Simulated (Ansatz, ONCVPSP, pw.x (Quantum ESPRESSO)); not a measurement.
pw.x on bcc N: one setting changed

Potential: optimised norm-conserving Vanderbilt (ONCV), ONCVPSP 4.0.1, LDA (Perdew-Wang 92); core [He], reference 2s2 2p2.5; waves: 2s: rc 1.10 bohr, ncon 4, nbas 8, qcut 7.3 1/bohr, local; 2p: rc 1.36 bohr, ncon 4, nbas 9, qcut 10.5 1/bohr, 2 projectors, debl 3.9 Ha; d scattering state at 0.19 Ha: rc 1.10 bohr, ncon 4, nbas 8, qcut 8.1 1/bohr, 2 projectors, debl 3 Ha; local part: the s channel; core correction: Teter function fitted to the true core (icmod 2), fcfact 0.65.

The reference run (k-mesh 18³, cutoffs 170/680 Ry, Fermi–Dirac 0.01 Ry, mixing_beta 0.4, conv_thr 1e-9, no spin) gives -0.72 GPa at 6.702 Å³/atom, where all-electron LAPW gives -0.11 GPa. This run, with its own iteration cap, changes occupations to fixed, a wrong or extreme entry chosen on purpose.

```
&control
  calculation='scf', prefix='x', pseudo_dir='./', outdir='./tmp', tstress=.true., disk_io='none'
/
&system
  ibrav=0, nat=1, ntyp=1, ecutwfc=170, ecutrho=680, nbnd=9,
  occupations='fixed'
/
&electrons
  conv_thr=1e-09, mixing_beta=0.4, electron_maxstep=70
/
ATOMIC_SPECIES
N 1.0 N.UPF
CELL_PARAMETERS angstrom
  -1.18772203 1.18772203 1.18772203
  1.18772203 -1.18772203 1.18772203
  1.18772203 1.18772203 -1.18772203
ATOMIC_POSITIONS crystal
N 0.0000 0.0000 0.0000
K_POINTS automatic
18 18 18 0 0 0
```

```bash
pw.x < N.scf.in > N.scf.out
```

Task: How does the run end?

Result: It stops with "electrons: charge is wrong: smearing is needed".

```
Message from routine setup:
     the system is metallic, specify occupations
     Message from routine setup:
     using ibrav=0 with symmetry is DISCOURAGED, use correct ibrav instead
     lattice parameter (alat)  =       3.8875  a.u.
     unit-cell volume          =      45.2273 (a.u.)^3
     number of electrons       =         5.00
     number of Kohn-Sham states=            9
     kinetic-energy cutoff     =     170.0000  Ry
     charge density cutoff     =     680.0000  Ry
     scf convergence threshold =      1.0E-09
     Exchange-correlation= SLA  PW   NOGX NOGC
     number of k points=   195
     iteration #  1     ecut=   170.00 Ry     beta= 0.40
     Error in routine electrons (1):
     charge is wrong: smearing is needed
```

The run took about 19 s on one core of a shared host (Intel(R) Xeon(R) Processor @ 2.60GHz, 24 threads, 32 GiB, load 20).
